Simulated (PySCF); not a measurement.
Compound: C3H5FS.
SMILES: `FCCC=S`

Theory: EOM-IP-CCSD/aug-cc-pVDZ in PySCF, restricted Hartree–Fock reference, 9 core orbitals frozen, non-relativistic, gas phase, PBE0-D3(BJ)/def2-SVP geometry.

Hartree–Fock orbital energies give these Koopmans values (eV): HOMO 9.43, HOMO-1 11.00, HOMO-2 13.85, HOMO-3 14.29, HOMO-4 15.11, HOMO-5 15.61, HOMO-6 17.03, HOMO-7 18.70.

Q: What vertical ionisation energies does EOM-IP-CCSD give?

A: 
| leading hole (HF orbital) | Koopmans (eV) | EOM-IP-CCSD (eV) | change (eV) | one-hole share |
| --- | --- | --- | --- | --- |
| HOMO | 9.43 | 8.84 | -0.59 | 0.95 |
| HOMO-1 | 11.00 | 11.07 | +0.07 | 0.96 |
| HOMO-2 | 13.85 | 12.70 | -1.15 | 0.95 |
| HOMO-3 | 14.29 | 12.85 | -1.44 | 0.95 |
| HOMO-4 | 15.11 | 13.59 | -1.52 | 0.94 |
| HOMO-5 | 15.61 | 14.16 | -1.45 | 0.94 |
| HOMO-6 | 17.03 | 15.19 | -1.84 | 0.93 |
| HOMO-7 | 18.70 | 16.55 | -2.15 | 0.92 |

Q: Does the order of the lines follow the orbital energies?

A: Yes, no two lines change places. The corrections run from -2.15 to +0.07 eV, with a mean of -1.26 eV over the 8 lines; EOM-IP-CCSD lies above the Koopmans value for HOMO-1.

Q: At what kinetic energies would He II light (40.81 eV) eject these electrons?

A: 31.97 eV (HOMO), 29.74 eV (HOMO-1), 28.11 eV (HOMO-2), 27.96 eV (HOMO-3), 27.22 eV (HOMO-4), 26.65 eV (HOMO-5), 25.62 eV (HOMO-6), 24.26 eV (HOMO-7).

One root was sought for each valence orbital with −ε under 21 eV, eight at most, so deeper holes and satellites are missing; no vibrational structure.

Shape of the structure used: `[F:1][CH2:2][CH2:3][CH:4]=[S:5]`: F1–C2–C3–C4 -62°, C2–C3–C4–S5 -126°.

One conformer stands for the species.
